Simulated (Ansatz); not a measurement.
Molecule: CH4N (charge 0, doublet). It need not be the lowest isomer of its formula. 
Geometry from a B3LYP-D3(BJ)/def2-TZVP (Ansatz, a program for electronic structure) optimisation:
SMILES: [CH2]N
```xyz
6

C      0.1231     0.7206    -0.0043
N     -0.0884    -0.6546     0.0035
H     -0.4969    -1.0305     0.8459
H     -0.5248    -1.0357    -0.8225
H      0.4664     1.1652     0.9184
H      0.4354     1.1594    -0.9407
```
Charge 0, spin multiplicity 2.

Parts of the frozen-core correlation energy in 6-31G* (Ansatz, hartree). Frozen orbitals: 2; correlated occupied orbitals by spin: 7 and 6; virtual: 29 and 30. Open shells are spin-unrestricted. Spin-orbit coupling is left out. No relativistic terms.

```
term                           value
-------------------------  ---------
reference (HF)             -94.58580
MP2 opposite-spin           -0.20779
MP2 same-spin               -0.06663
CCSD correlation            -0.30118
(T)                         -0.00660
T1 diagnostic                  0.015
largest doubles amplitude      0.028
<S^2> of the reference         0.761
```
